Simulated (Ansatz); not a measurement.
```yaml
crystal:
  periodic: [false, false, false]
  atoms:
    - {symbol: C, position_ang: [-0.846755, 0.273377, 0.182186]}
    - {symbol: N, position_ang: [-0.121398, 0.608293, 0.377175]}
    - {symbol: C, position_ang: [0.427254, 0.164450, 0.097028]}
    - {symbol: C, position_ang: [0.459970, -0.655598, -0.345990]}
    - {symbol: O, position_ang: [1.124287, 0.428561, 0.247102]}
    - {symbol: H, position_ang: [-1.441557, 0.771722, 0.427872]}
    - {symbol: H, position_ang: [-1.132727, 0.280763, -0.409980]}
    - {symbol: H, position_ang: [-0.957767, -0.272351, 0.491086]}
    - {symbol: H, position_ang: [0.120142, -1.148611, -0.029076]}
    - {symbol: H, position_ang: [0.945596, -0.759316, -0.478666]}
    - {symbol: H, position_ang: [0.098738, -0.478459, -0.999652]}
    - {symbol: H, position_ang: [1.258240, 0.957874, 0.571752]}
basis:
  gaussian: {orbitals: pcseg-2}
hamiltonian: {xc: {name: PBEsol}}
output: {forces: true}
```

```sh
$ ansatz run in.yaml --threads 4 --pin off --events-out ev --progress --plain --max-ram 10444MiB
```

Shortened log:

```
Functional definition: PBEsol
1150 factors; their error is unknown
mean field evaluation 1: about -6452.3077 eV, gradient 2.6e2 eV
mean field evaluation 2: about -5753.7757 eV, gradient 5.9e2 eV
mean field evaluation 4: about -6537.6447 eV, gradient 6.6e1 eV
mean field evaluation 8: about -6545.1949 eV, gradient 3.3e-1 eV
mean field evaluation 16: about -6545.1336 eV, gradient 4.4e-3 eV
mean field -6545.13364384 eV, -240.5292249603 hartree, gradient 2.8e-5 eV, S^2 0.000000; 0 other end points of the search recorded, 0 dependent functions left out
reference -6545.13368694 eV, -240.5292265441 hartree; 20, 20 occupied and 228, 228 virtual orbitals, 1150 factors
Total energy: -6545.13368694 eV, -240.5292265441 hartree
Atom 0 at    -0.846755     0.273377     0.182186 Å, force  -106.799582    -6.604328   -11.856070 eV/Å
Atom 1 at    -0.121398     0.608293     0.377175 Å, force   -38.513051   173.449130   103.577089 eV/Å
Atom 2 at     0.427254     0.164450     0.097028 Å, force   -24.238664  -108.952921   -67.500993 eV/Å
Atom 3 at     0.459970    -0.655598    -0.345990 Å, force   -97.674546   -24.314041   -12.657300 eV/Å
Atom 4 at     1.124287     0.428561     0.247102 Å, force   219.266225    31.007553    13.907214 eV/Å
Atom 5 at    -1.441557     0.771722     0.427872 Å, force   -20.137687    12.255341     7.744155 eV/Å
Atom 6 at    -1.132727     0.280763    -0.409980 Å, force   -25.789160    -0.892592   -55.363449 eV/Å
Atom 7 at    -0.957767    -0.272351     0.491086 Å, force   -16.896863   -58.898029    31.691468 eV/Å
Atom 8 at     0.120142    -1.148611    -0.029076 Å, force   -25.235943   -38.288452    22.409083 eV/Å
Atom 9 at     0.945596    -0.759316    -0.478666 Å, force   135.125032   -32.708770   -37.292513 eV/Å
Atom 10 at     0.098738    -0.478459    -0.999652 Å, force   -13.428444     3.470484   -25.168371 eV/Å
Atom 11 at     1.258240     0.957874     0.571752 Å, force    14.322684    50.476626    30.509687 eV/Å
Dipole moment:     0.172904    -0.172656    -0.120302 e Å
```

(1) Something in this input is off. What?

## Answers

(1) The geometry is squeezed to about two thirds of its size. The run converged. The result belongs to that input, not to the molecule as meant.
